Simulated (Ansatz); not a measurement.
`C=CC(F)(F)F` + H₂ → `C=CC(F)F` + H–F  (hydrogenolysis of a C–F bond)

Isolated molecules relaxed with PBE0-D4/def2-TZVP in Ansatz; ΔE leaves out vibrations. CCSD(T)/CBS is the MP2 limit (def2-TZVPP, def2-QZVPP) plus CCSD(T) − MP2 in def2-TZVPP, frozen cores. This one scheme is used for every species. Functionals use def2-TZVPP. Each species was taken in one conformer, which may not be the lowest.

| level | ΔE (eV) |
| --- | --- |
| r2SCAN | -0.28 |
| MP2/CBS(def2) | -0.54 |

(1) What does CCSD(T)/CBS give? (Estimate.)

(2) What do rigid-rotor, harmonic-oscillator terms from PBE0-D4/def2-TZVP frequencies (298.15 K, 1 bar) make of the CCSD(T)/CBS value? (Estimate.)

Largest T1 diagnostic among the species: 0.012.

Results:

(1) The calculation gave: -0.50 eV. The listed levels differ from it by 0.22, -0.04 eV.

(2) Ansatz gave: ΔZPE = +0.21 eV, ΔH = -0.31 eV, ΔS = 29 J/(mol·K), ΔG = -0.40 eV.

From r2SCAN to r2SCAN0 (25 % exact exchange), in def2-TZVPP and without D4, ΔE moves by −0.06 eV. At CCSD(T), def2-SVP lies +0.31 eV from the extrapolated value and def2-TZVPP +0.06 eV.
